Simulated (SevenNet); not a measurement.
**hcp Os**

Level of theory: the machine-learned potential SevenNet-l3i5 (trained on PBE and PBE+U data).

Cell: relaxed at this level.

lattice constant a: 2.763 Å
c axis length: 4.342 Å
equilibrium volume per atom: 14.36 Å³/atom

Measured, for comparison: lattice constant a 2.734 Å (293 K, no zero-point or thermal correction, our sources range from 2.734 to 2.740; as tabulated in Wikipedia's data pages); lattice parameter c 4.320 Å (293 K, no zero-point or thermal correction; as tabulated in Wikipedia's data pages). Computed (rounded) less measured: lattice constant a +1.1 % (+0.8 % to +1.1 % over the range), lattice parameter c +0.5 %.

A machine-learned potential is trained on density-functional data: it inherits that level's misses and adds fitting errors of its own.
